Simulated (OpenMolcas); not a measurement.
## Worked example: vertical energy of the quartet above the doublet of C2H6Al (SMILES [CH3][Al][CH3])

C2H6Al: 9 atoms, total charge 0, spin state doublet. SMILES: `[CH3][Al][CH3]`. The shape is that of a PBE0-D4/def2-TZVP optimisation.

Both states at this one shape; open shells run unrestricted unless said. 1 Eh = 27.2114 eV.

```
           level     program  doublet C2H6Al (Eh)  quartet C2H6Al (Eh)
USVWN5/def2-SVPD  OpenMolcas          -320.253959          -320.083214
 UTPSS/def2-SVPD  OpenMolcas          -322.122225          -321.958957
```

Problem. Work out the vertical gap, second state less first, at each level.

Solution. 
1. USVWN5/def2-SVPD: -320.083214 − (-320.253959) = 0.170745 Eh = 4.65 eV.
2. UTPSS/def2-SVPD: -321.958957 − (-322.122225) = 0.163268 Eh = 4.44 eV.

No measured value is set beside it here; the levels span 4.44 to 4.65 eV.
